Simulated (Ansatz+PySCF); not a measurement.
Results of a calculation; reference values are marked as such.
## PySCF 2.14.0 run

```python
from pyscf import gto, scf, mp

# the (T+d) and (D+d) sets load through basis_set_exchange
mol = gto.M(atom="""
P 0.000000 0.000000 -0.106400
H 1.005730 0.000000 0.862800
H -1.005730 0.000000 0.862800
""", basis={'H': 'cc-pvtz', 'P': 'cc-pv(t+d)z'}, charge=0, spin=1)
mf = scf.UHF(mol)
mf.kernel()
pt = mp.MP2(mf, frozen=5).run()
print(mf.e_tot, pt.e_corr, pt.e_tot)
```

The script is written out from the run's settings.

The run gave:

| Quantity | Value |
| --- | --- |
| Converged | yes |
| Reference energy | -341.88876 hartree |
| Correlation energy | -0.13707 hartree |
| Total energy | -342.02583 hartree |
| Spin squared of the determinant | 0.769 |
